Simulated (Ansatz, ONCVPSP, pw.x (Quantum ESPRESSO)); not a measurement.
## What a changed setting does to a pw.x run (bcc Re)

Potential: optimised norm-conserving Vanderbilt (ONCV), ONCVPSP 4.0.1.1 (patched build), PBEsol; core [Kr] 4d10 4f14, reference 5s2 5p6 5d5 6s2; waves: 5s+6s: rc 1.80 bohr, ncon 4, nbas 7, qcut 8 1/bohr, 2 projectors; 5p: rc 2.00 bohr, ncon 3, nbas 6, qcut 8.7 1/bohr, 2 projectors, debl 1.5 Ha; 5d: rc 1.90 bohr, ncon 4, nbas 8, qcut 5.5 1/bohr, 3 projectors, debl 3.7 Ha; local part: polynomial inside 1.30 bohr (lpopt 5, dvloc0 1 Ha); core correction: Teter function, fcfact 5.5, rcfact 1.3. In the p channel the program set the typed energies aside and used -1.728, 0.250 Ha.

The reference run (k-mesh 15³, cutoffs 75/300 Ry, Fermi–Dirac 0.01 Ry, mixing_beta 0.4, conv_thr 1e-9, no spin) gives -3.95 GPa at 14.678 Å³/atom, where all-electron LAPW gives 0.85 GPa. This run, with its own iteration cap, changes smearing to mp.

```
&control
  calculation='scf', prefix='x', pseudo_dir='./', outdir='./tmp', tstress=.true., disk_io='none'
/
&system
  ibrav=0, nat=1, ntyp=1, ecutwfc=75, ecutrho=300, nbnd=15,
  occupations='smearing', smearing='mp', degauss=0.01
/
&electrons
  conv_thr=1e-09, mixing_beta=0.4, electron_maxstep=60
/
ATOMIC_SPECIES
Re 1.0 Re.UPF
CELL_PARAMETERS angstrom
  -1.54241875 1.54241875 1.54241875
  1.54241875 -1.54241875 1.54241875
  1.54241875 1.54241875 -1.54241875
ATOMIC_POSITIONS crystal
Re 0.0000 0.0000 0.0000
K_POINTS automatic
15 15 15 0 0 0
```

```bash
pw.x < Re.scf.in > Re.scf.out
```

Problem. How does the run end?

Solution. It converges in 7 iterations; the free energy moves by +37.8 meV/atom and the pressure by -0.49 GPa. This scheme is built to cancel the term in the square of the width that Fermi–Dirac smearing leaves in the F of a metal.

```
Message from routine setup:
     using ibrav=0 with symmetry is DISCOURAGED, use correct ibrav instead
     lattice parameter (alat)  =       5.0485  a.u.
     unit-cell volume          =      99.0521 (a.u.)^3
     number of electrons       =        15.00
     number of Kohn-Sham states=           15
     kinetic-energy cutoff     =      75.0000  Ry
     charge density cutoff     =     300.0000  Ry
     scf convergence threshold =      1.0E-09
     Exchange-correlation= PBESOL
     number of k points=   120  Methfessel-Paxton smearing, width (Ry)=  0.0100
     iteration #  1     ecut=    75.00 Ry     beta= 0.40
     total energy              =    -174.56670503 Ry
     estimated scf accuracy    <       0.04056905 Ry
     iteration #  2     ecut=    75.00 Ry     beta= 0.40
     total energy              =    -174.56799401 Ry
     estimated scf accuracy    <       0.00543428 Ry
     iteration #  3     ecut=    75.00 Ry     beta= 0.40
     total energy              =    -174.56856287 Ry
     estimated scf accuracy    <       0.00040384 Ry
     iteration #  4     ecut=    75.00 Ry     beta= 0.40
     total energy              =    -174.56858201 Ry
     estimated scf accuracy    <       0.00000339 Ry
     iteration #  5     ecut=    75.00 Ry     beta= 0.40
     total energy              =    -174.56858325 Ry
     estimated scf accuracy    <       0.00000027 Ry
     iteration #  6     ecut=    75.00 Ry     beta= 0.40
     total energy              =    -174.56858327 Ry
     estimated scf accuracy    <          4.8E-09 Ry
     iteration #  7     ecut=    75.00 Ry     beta= 0.40
     the Fermi energy is    24.8404 ev
!    total energy              =    -174.56858327 Ry
     estimated scf accuracy    <          4.5E-10 Ry
     smearing contrib. (-TS)   =      -0.00009452 Ry
     The total energy is F=E-TS. E is the sum of the following terms:
     one-electron contribution =     -18.64283426 Ry
     hartree contribution      =      19.32024128 Ry
     xc contribution           =     -34.78311079 Ry
     ewald contribution        =    -140.46278499 Ry
     convergence has been achieved in   7 iterations
          total   stress  (Ry/bohr**3)                   (kbar)     P=      -44.45
     Message from routine punch:
     Nothing written, as per user request (disk_io='none')
```

The run took about 38 s on one core of a shared host (Neoverse-N1, 64 threads, 124 GiB, load 52).
